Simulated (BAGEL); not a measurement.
# C2Cl4 (SMILES ClC(Cl)=C(Cl)Cl) at PBE0/def2-SVP (density fitting with cc-pvqz-jkfit)

What is the energy change on altering one bond length of C2Cl4 at PBE0/def2-SVP (density fitting with cc-pvqz-jkfit)? 

The calculation is run with BAGEL 1.2.2.

2 further runs of the same task are left out: 2 set aside as unsound or not needed.

## Step 1: The structure to begin with

C2Cl4: 6 atoms, total charge 0, spin state singlet. SMILES: `ClC(Cl)=C(Cl)Cl`. Geometry: relaxed at PBE0-D4/def2-TZVP.

Bond lengths: Cl1–C2 1.703 Å, C2–Cl3 1.703 Å, C2–C4 1.339 Å, C4–Cl5 1.703 Å, C4–Cl6 1.703 Å. Angles: Cl1–C2–Cl3 115.6°, Cl1–C2–C4 122.2°, Cl3–C2–C4 122.2°, C2–C4–Cl5 122.2°, C2–C4–Cl6 122.2°, Cl5–C4–Cl6 115.6°.

## Step 2: A single-point energy at PBE0/def2-SVP (density fitting with cc-pvqz-jkfit)

File input.json:

```json
{ "bagel": [

{
  "title": "molecule",
  "basis": "svp",
  "df_basis": "cc-pvqz-jkfit",
  "angstrom": "true",
  "geometry": [
    { "atom": "Cl", "xyz": [      -0.708730,      -2.015220,       0.027250 ] },
    { "atom": "C", "xyz": [      -0.587310,      -0.316610,       0.054960 ] },
    { "atom": "Cl", "xyz": [      -2.058230,       0.523580,       0.231720 ] },
    { "atom": "C", "xyz": [       0.587310,       0.316610,      -0.054970 ] },
    { "atom": "Cl", "xyz": [       2.058230,      -0.523580,      -0.231720 ] },
    { "atom": "Cl", "xyz": [       0.708730,       2.015210,      -0.027250 ] }
  ]
},

{
  "title": "ks",
  "xc_func": "pbe0",
  "charge": 0
},

{
  "title": "print",
  "file": "orbitals.molden",
  "orbitals": "true"
}

]}
```

On the command line:

```bash
$ BAGEL_NUM_THREADS=1 BAGEL input.json > input.out
```

The log of the run:

```text
* using 1 threads per process

  ===============================================================
  ===============================================================

  *** Geometry ***

  { "atom" : "Cl", "xyz" : [     -1.339306,     -3.808214,      0.051495 ] },
  { "atom" : "C", "xyz" : [     -1.109855,     -0.598306,      0.103859 ] },
  { "atom" : "Cl", "xyz" : [     -3.889491,      0.989423,      0.437887 ] },
  { "atom" : "C", "xyz" : [      1.109855,      0.598306,     -0.103878 ] },
  { "atom" : "Cl", "xyz" : [      3.889491,     -0.989423,     -0.437887 ] },
  { "atom" : "Cl", "xyz" : [      1.339306,      3.808195,     -0.051495 ] },

  Number of auxiliary basis functions:      804

  Since a DF basis is specified, we compute 2- and 3-index integrals:
    o Being stored without compression. Storage requirement is 0.064 GB

  Number of basis functions:      100
  Number of electrons      :       80

    * METHOD: MOLECULE                             0.62

  *** Kohn-Sham DFT ***

    * Removing 12754 points whose weight is below 1.00e-10
    * Grid points: 76682

  === Nuclear Repulsion ===
   496.5583986193

       - DIIS with orbital gradients will be used.

  === KS iteration (pbe0 / svp) ===
      0      -1882.25977606          0.12770212           0.61
      1      -1889.60431212          0.12721611           0.61
      2      -1843.77878977          0.23159597           0.62
      3      -1911.54290769          0.06771168           0.61
      4      -1915.28300292          0.02150719           0.60
      5      -1915.52983522          0.01184135           0.61
      6      -1915.64117665          0.00099908           0.60
      7      -1915.64209453          0.00018026           0.61
      8      -1915.64214727          0.00003175           0.61
      9      -1915.64214805          0.00000803           0.59
     10      -1915.64214809          0.00000439           0.58
     11      -1915.64214810          0.00000187           0.59
     12      -1915.64214810          0.00000094           0.60
     13      -1915.64214810          0.00000012           0.60
     14      -1915.64214810          0.00000003           0.62
     15      -1915.64214810          0.00000001           0.62
    * SCF iteration converged.

    * Permanent dipole moment:
           (   -0.000004,    -0.000013,    -0.000001) a.u.

    * METHOD: KS                                  10.01

    * METHOD: PRINT                                0.02

  ===============================================================
```

It took 11 s on 1 thread of Arm Neoverse V2, shared host; peak memory 0.46 GiB.

## Step 3: The distorted shape, same level

File job.json:

```json
{ "bagel" : [

{
  "title" : "molecule",
  "basis" : "svp",
  "df_basis" : "cc-pvqz-jkfit",
  "angstrom" : true,
  "geometry" : [
    { "atom" : "Cl", "xyz" : [      -0.854436,      -4.053579,      -0.006002 ] },
    { "atom" : "C", "xyz" : [      -0.587310,      -0.316610,       0.054960 ] },
    { "atom" : "Cl", "xyz" : [      -2.058230,       0.523580,       0.231720 ] },
    { "atom" : "C", "xyz" : [       0.587310,       0.316610,      -0.054970 ] },
    { "atom" : "Cl", "xyz" : [       2.058230,      -0.523580,      -0.231720 ] },
    { "atom" : "Cl", "xyz" : [       0.708730,       2.015210,      -0.027250 ] }
  ]
},

{ "title" : "ks", "xc_func" : "pbe0" },

{ "title" : "print", "file" : "orbitals.molden", "orbitals" : true }

]}
```

On the command line:

```bash
$ BAGEL_NUM_THREADS=1 BAGEL job.json > job.out
```

The log of the run:

```text
* using 1 threads per process

  ===============================================================
  ===============================================================

  *** Geometry ***

  { "atom" : "Cl", "xyz" : [     -1.614650,     -7.660154,     -0.011342 ] },
  { "atom" : "C", "xyz" : [     -1.109855,     -0.598306,      0.103859 ] },
  { "atom" : "Cl", "xyz" : [     -3.889491,      0.989423,      0.437887 ] },
  { "atom" : "C", "xyz" : [      1.109855,      0.598306,     -0.103878 ] },
  { "atom" : "Cl", "xyz" : [      3.889491,     -0.989423,     -0.437887 ] },
  { "atom" : "Cl", "xyz" : [      1.339306,      3.808195,     -0.051495 ] },

  Number of auxiliary basis functions:      804

  Since a DF basis is specified, we compute 2- and 3-index integrals:
    o Being stored without compression. Storage requirement is 0.064 GB

  Number of basis functions:      100
  Number of electrons      :       80

    * METHOD: MOLECULE                             0.64

  *** Kohn-Sham DFT ***

    * Removing 11085 points whose weight is below 1.00e-10
    * Grid points: 78351

  === Nuclear Repulsion ===
   423.4932824513

       - DIIS with orbital gradients will be used.

  === KS iteration (pbe0 / svp) ===
      0      -1865.99517109          0.11990048           0.65
      1      -1774.96827976          0.08325791           0.63
      2      -1641.37406609          0.18449862           0.63
      3      -1884.37252261          0.10055740           0.60
      4      -1875.27151961          0.13965055           0.61
      5      -1888.02034254          0.09163671           0.63
      6      -1889.99248390          0.08288177           0.63
      7      -1780.90263926          0.08728715           0.63
      8      -1894.49916609          0.06388097           0.64
      9      -1897.05647435          0.05184928           0.62
     10      -1911.65664829          0.03299729           0.62
     11      -1914.95780563          0.01548783           0.63
     12      -1914.85397856          0.01480631           0.62
     13      -1915.09215091          0.01317617           0.64
     14      -1915.15063696          0.00876121           0.61
     15      -1915.37763625          0.00676348           0.62
     16      -1915.31680452          0.00711827           0.63
     17      -1915.34179993          0.00672944           0.64
     18      -1915.34292222          0.00664253           0.63
     19      -1915.36805260          0.00586807           0.63
     20      -1915.07020217          0.01157468           0.61
     21      -1915.43015985          0.00387397           0.62
     22      -1915.36721053          0.00610063           0.64
     23      -1915.36299575          0.00606712           0.63
     24      -1915.37477783          0.00583811           0.64
     25      -1915.37702438          0.00591348           0.62
     26      -1915.42199897          0.00380215           0.61
     27      -1915.36643392          0.00673828           0.63
     28      -1915.45184128          0.00024740           0.63
     29      -1915.45197362          0.00012341           0.63
     30      -1915.45197572          0.00011877           0.63
     31      -1915.45200367          0.00008108           0.62
     32      -1915.45201371          0.00002209           0.62
     33      -1915.45202667          0.00002431           0.62
     34      -1915.45202885          0.00001589           0.64
     35      -1915.45203103          0.00001594           0.63
     36      -1915.45203185          0.00000680           0.64
     37      -1915.45203195          0.00000258           0.61
     38      -1915.45203187          0.00000544           0.62
     39      -1915.45203195          0.00000104           0.62
     40      -1915.45203195          0.00000085           0.62
     41      -1915.45203195          0.00000069           0.61
     42      -1915.45203195          0.00000036           0.59
     43      -1915.45203196          0.00000025           0.60
     44      -1915.45203196          0.00000033           0.60
     45      -1915.45203196          0.00000021           0.61
     46      -1915.45203196          0.00000030           0.63
     47      -1915.45203196          0.00000009           0.64
     48      -1915.45203196          0.00000005           0.64
     49      -1915.45203196          0.00000002           0.63
     50      -1915.45203196          0.00000002           0.62
     51      -1915.45203196          0.00000001           0.64
     52      -1915.45203196          0.00000003           0.64
     53      -1915.45203196          0.00000001           0.61
    * SCF iteration converged.

    * Permanent dipole moment:
           (   -0.024722,    -1.804560,    -0.040556) a.u.

    * METHOD: KS                                  34.08

    * METHOD: PRINT                                0.02

  ===============================================================
```

Run time: 35 s. Hardware: 1 thread of Arm Neoverse V2, shared host; peak memory 0.46 GiB.

## Step 4: Results

At PBE0/def2-SVP (density fitting with cc-pvqz-jkfit):

| quantity | value |
| --- | --- |
| first shape: total energy | -1915.64215 Eh |
| first shape: dipole moment | 0.00 D |
| first shape: HOMO energy | -7.14 eV |
| first shape: LUMO energy | -0.78 eV |
| first shape: HOMO–LUMO gap | 6.36 eV |
| distorted shape: total energy | -1915.45203 Eh |
| distorted shape: dipole moment | 4.59 D |
| distorted shape: HOMO energy | -7.90 eV |
| distorted shape: LUMO energy | -6.42 eV |
| distorted shape: HOMO–LUMO gap | 1.48 eV |
| energy change with the Cl1–C2 bond stretched from 1.703 to 3.747 Å | 5.173 eV |

What this shows: One bond (distorted shape) is far stretched, which a spin-restricted single reference describes badly; a broken-symmetry solution may lie lower. With the Cl1–C2 bond stretched from 1.703 to 3.747 Å the energy rises by 5.17 eV (119 kcal/mol). The first shape isn't relaxed at this level, so the change isn't measured from a minimum. A restricted reference can't describe the breaking bond well at this length.
